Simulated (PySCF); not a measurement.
# CO: singlet, from a linear start

Aim: relax CO as a singlet from a linear start, check by its vibrations whether the end is a minimum, and collect its spectrum and constants.

Program: PySCF 2.14.0. Level of theory: PBE0, basis C def2-TZVPD, O def2-TZVPD, no relativity, density fitting. These are calculated values, not measurements.

## Step 1: Starting geometry

2 atoms, charge 0, spin multiplicity 1.

Bond lengths: C1–O2 1.242 Å.

Coordinates in bohr (charge 0 multiplicity 1):
```
C     0.0000    0.0000    0.0000
O     0.0000    0.0000    2.3470
```

## Step 2: First SCF at the start

One driver script runs all steps and calls PySCF; scf.py shows how it sets up the SCF of each step. The optimiser is the driver's own. After this first run the driver tries any further starts and a stability analysis.

Input file scf.py:

```python
from pyscf import gto, scf, dft
mol = gto.M(atom='''
C      0.000000     0.000000     0.000000
O      0.000000     0.000000     1.242000''',
    basis={'C': 'def2-TZVPD', 'O': 'def2-TZVPD'},
    charge=0, spin=0)
mf = dft.RKS(mol, xc='PBE0')
mf.grids.atom_grid = (50, 194)
aux = {'C': 'def2-universal-JKFIT', 'O': 'def2-universal-JKFIT'}
mf = mf.density_fit(auxbasis=aux)
mf.conv_tol = 1e-08
mf.diis_space = 10
mf.max_cycle = 60
mf.init_guess = 'minao'
mf.verbose = 4
mf.kernel()
```

The run is started by

```
$ OMP_NUM_THREADS=1 python axn.py task.json out
```

Further steps of the session: Relaxing the singlet from the linear start; Hessian and properties.

**Question.** What will these runs give? Wanted: minimum; geometry; wavenumbers; dipole moment; highest occupied, lowest empty level; polar-tensor charge of C1; zero-point energy; atomisation energy.

**Answer**, as computed:

| quantity | value |
| --- | --- |
| minimum | singlet, C∞v |
| geometry | C–O 1.123 Å |
| wavenumbers (cm⁻¹) | 2239 (σ+) |
| dipole moment | 0.12 D |
| highest occupied, lowest empty level | -10.73, -0.67 eV |
| polar-tensor charge of C1 | +0.24 e |
| zero-point energy | 13.4 kJ/mol |
| entropy at 298.15 K | 197.5 J/(mol K) |
| atomisation energy (no zero-point energy) | 1067 kJ/mol |

In words: The molecule stays C∞v, as typed, and the end point is a minimum. The strongest infrared band lies at 2239 cm⁻¹ (σ+). Other starts or spin states, not run here, may lie lower.
